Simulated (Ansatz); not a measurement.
Ideal-gas functions of CH$_{5}$N$_{2}$+, SMILES `NC=[NH2+]` at 500 K and 1 bar, from an Ansatz frequency run at PBE0-D4/def2-TZVP.

Molar mass 45.06 g/mol, point group C2v (symmetry number 2), electronic degeneracy 1, moments of inertia 8.394, 48.899, 57.293 u Å². Harmonic wavenumbers (cm⁻¹, unscaled): 520, 551, 610, 635, 728, 1038, 1087, 1137, 1387, 1425, 1617, 1694, 1795, 3217, 3568, 3583, 3688, 3689.

Use S(trans) = R[1.5 ln M + 2.5 ln T − 1.1517]; rotational temperatures θ = 24.2544 K / I; S(rot) = R[ln(√π/σ · √(T³/θAθBθC)) + 1.5]; for each mode x = 1.438777 ν̃/T, S = R[x/(eˣ − 1) − ln(1 − e⁻ˣ)] and H = RT x/(eˣ − 1); 1 cm⁻¹ = 0.0119627 kJ/mol; R = 8.31446 J/(mol·K).

Question: By hand: the entropy, in J/(mol·K).

Answer: Translation 167.1. Rotation: θ = 2.8895, 0.496, 0.4233 K, giving 91.1. Vibration, mode by mode: 5.70, 5.30, 4.63, 4.37, 3.54, 1.75, 1.56, 1.39, 0.78, 0.71, 0.45, 0.38, 0.29, 0.01, 0.00, 0.00, 0.00, 0.00, in all 30.9. Electronic 0.0. Sum 289.1 J/(mol·K).

Question: By hand: H − E and G − E in kJ/mol, counted from the electronic energy.

Answer: Zero-point energy ½ × 31969 × 0.0119627 = 191.2; thermal vibration 10.6; translation, rotation and pV give 4 RT = 16.6. H − E = 218.4 kJ/mol, and G − E = 218.4 − 500 × 289.1/1000 = 73.8 kJ/mol.

Vibration gives 11 % of the entropy. The sum counts one conformer and one mirror image; others add a mixing term.
